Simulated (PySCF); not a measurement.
## Dipole moment and polarisability across levels of theory

Ethanethiol, C2H6S.
InChI=1S/C2H6S/c1-2-3/h3H,2H2,1H3

PySCF, dipoles from the SCF density, polarisabilities from static response with core orbitals frozen. One conformer (not necessarily the lowest) at the PBE0-D3(BJ)/def2-SVP geometry, without solvent, vibrations or thermal averaging.

Reference polarisability: 7.380 Å³ (measured, gas; NIST CCCBDB Release 22 (SRD 101), experimental polarizabilities). The anisotropy is √(½[(α1 − α2)² + (α2 − α3)² + (α3 − α1)²]).

| level | μ (D) | α (au) | error (%) | anisotropy (au) |
| --- | --- | --- | --- | --- |
| PBE0/def2-SVPD | 1.738 | 48.83 | -2.0 | 12.77 |
| wB97X-D/def2-SVPD | 1.770 | 48.35 | -2.9 | 12.17 |
| LC-wPBE/def2-SVPD | 1.771 | 47.10 | -5.4 | 11.57 |
| PBE0/6-31G* | 1.845 | 37.56 | -24.6 | 12.93 |
| PBE0/6-31+G* | 1.850 | 43.06 | -13.5 | 12.00 |
| PBE0/def2-SVP | 1.626 | 37.90 | -23.9 | 13.03 |
| PBE0/aug-cc-pVDZ | 1.723 | 49.38 | -0.8 | 13.64 |
| PBE0/def2-TZVP | 1.664 | 44.40 | -10.9 | 14.75 |
| PBE0/def2-TZVPD | 1.683 | 49.74 | -0.1 | 13.31 |
| PBE0/aug-cc-pVTZ | 1.695 | 49.92 | +0.2 | 13.39 |

For the polarisability, the smallest error is 0.1% (PBE0/def2-TZVPD) and the largest 24.6% (PBE0/6-31G*). The dipole runs from 1.63 D (PBE0/def2-SVP) to 1.85 D (PBE0/6-31+G*). With PBE0 the polarisability is 39.95 au without diffuse functions (mean of 6-31G*, def2-SVP and def2-TZVP) and 48.19 au with them (mean of 6-31+G*, def2-SVPD, aug-cc-pVDZ, def2-TZVPD and aug-cc-pVTZ). Measured values can belong to vibrating molecules and may average over conformers; the computed ones are for one fixed geometry.
